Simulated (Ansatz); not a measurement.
Calculated with Ansatz (gas phase, PBE0-D4/def2-TZVP geometries, no zero-point term in ΔE). CCSD(T)/CBS is the MP2 limit (def2-TZVPP, def2-QZVPP) plus CCSD(T) − MP2 in def2-TZVPP, frozen cores. This one scheme is used for every species. Functionals use def2-TZVPP. HSE06 is defined as in plane-wave codes. One conformer a species, not always the lowest.

Reaction (substitution at a C–N bond): `O=C=NCF` + `C=N` → `C=NCF` + `N=C=O`

```tsv
level	ΔE (kJ/mol)	difference from CCSD(T)/CBS
LDA (SPW92)	-37.2	-8.9
revPBE-D4	-28.9	-0.6
HSE06-D4	-28.8	-0.5
BHLYP-D4	-26.8	1.5
CAM-B3LYP-D4	-28.5	-0.2
PBE	-29.8	-1.5
BHLYP	-26.5	1.8
RPA@PBE/def2-TZVPP	-22.3	6.0
HF/def2-SVP	-18.5	9.8
CCSD(T)/def2-SVP	-21.4	6.9
CCSD(T)/CBS	-28.3	0
```

Problem. What do rigid-rotor, harmonic-oscillator terms from PBE0-D4/def2-TZVP frequencies (298.15 K, 1 bar) make of the CCSD(T)/CBS value? (An estimate is asked.)

Solution. Ansatz gave: ΔZPE = -2.1 kJ/mol, ΔH = -31.8 kJ/mol, ΔS = -25 J/(mol·K), ΔG = -24.5 kJ/mol. Modes under 50 cm⁻¹ make the entropy rough.

Largest T1 diagnostic among the species: 0.018.

Leaving LDA and LC-ωPBE aside and taking each functional with its dispersion term where it has one, the values, not all of them listed here, spread over 5.7 kJ/mol, from r2SCAN-D4 to BHLYP-D4. LDA lies −7.4 kJ/mol from PBE without D4. At CCSD(T), def2-SVP lies +6.9 kJ/mol from the extrapolated value and def2-TZVPP +1.8 kJ/mol.
